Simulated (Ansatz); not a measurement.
Basis-set series for C2H4FO, SMILES `[CH2]OCF` radical. Total charge 0; spin multiplicity 2. The geometry is a stationary point of PBE0-D4/def2-TZVP. It is one conformer, not always the lowest.

```json
{"functional": "PBE0-D4", "basis": "def2-TZVPP", "functions": "180", "energy (Eh)": "-253.44724", "HOMO (eV)": "-5.71", "LUMO (eV)": "-1.08"}
{"functional": "PBE0-D4", "basis": "def2-QZVPP", "functions": "348", "energy (Eh)": "-253.46111", "HOMO (eV)": "-5.75", "LUMO (eV)": "-1.16"}
{"functional": "ωB97M-V", "basis": "def2-TZVPP", "functions": "180", "energy (Eh)": "-253.62526", "HOMO (eV)": "-7.83", "LUMO (eV)": "0.79"}
{"functional": "ωB97M-V", "basis": "def2-QZVPP", "functions": "348", "energy (Eh)": "-253.63872", "HOMO (eV)": "-7.86", "LUMO (eV)": "0.62"}
```

Question: Give the rows for def2-SVP. (Best estimate.)

Answer: Ansatz gave: 
| functional | basis | functions | energy (Eh) | HOMO (eV) | LUMO (eV) |
| --- | --- | --- | --- | --- | --- |
| PBE0-D4 | def2-SVP | 76 | -253.14579 | -5.59 | -0.82 |
| ωB97M-V | def2-SVP | 76 | -253.31422 | -7.70 | 1.21 |

HOMO and LUMO are taken over both spins. Positive LUMOs are unbound and depend on the basis.
